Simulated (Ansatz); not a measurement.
Process, species as SMILES: N=C=O + 4 [H][H] (H2) → C (CH4) + N (NH3) + O (H2O)
B3LYP-D3(BJ)/def2-TZVP geometries, fixed; electronic energies without zero-point terms.
Largest species:
```
C
H 1 1.0892
H 1 1.0892 2 109.47
H 1 1.0892 2 109.47 3 120.00
H 1 1.0892 2 109.47 3 -120.00
```

Basis-set convergence of the energy of full hydrogenation at r2SCAN with Ansatz (a quantum-chemistry and plane-wave program). Cartesian d functions, on some or all atoms, in 6-31G*, 6-31G**, 6-31+G*; all else is spherical. The program fits the integrals of some runs and decomposes those of others, by size. No added dispersion term, no relativity. Functions are those of the species that has most. Reference: the value in pcseg-4, -73.88 kcal/mol, itself unsure by roughly 0.15 kcal/mol (its mean distance from aug-pcseg-3, aug-cc-pVQZ, cc-pV5Z). Deviations are taken from unrounded values.

| basis | functions | energy of full hydrogenation (kcal/mol) | minus reference (kcal/mol) |
|---|---|---|---|
| STO-3G | 16 | -56.36 | 17.52 |
| 3-21G | 29 | -54.15 | 19.73 |
| 6-31G | 29 | -72.26 | 1.62 |
| 6-31G* | 47 | -59.33 | 14.54 |
| 6-31G** | 50 | -67.86 | 6.02 |
| 6-31+G* | 59 | -67.49 | 6.39 |
| 6-311G** | 60 | -67.86 | 6.02 |
| 6-311+G** | 72 | -74.41 | -0.54 |
| 6-311++G(2d,2p) | 91 | -76.44 | -2.56 |
| 6-311++G(3df,3pd) | 135 | -73.57 | 0.31 |

Of the sets listed that have larger relatives (same family, alike in diffuse functions), none stays within 1 kcal/mol of the reference together with them. Inside the window by cancellation, since a larger relative falls out: 6-311+G**. Inside, with no larger relative to test it: 6-311++G(3df,3pd).
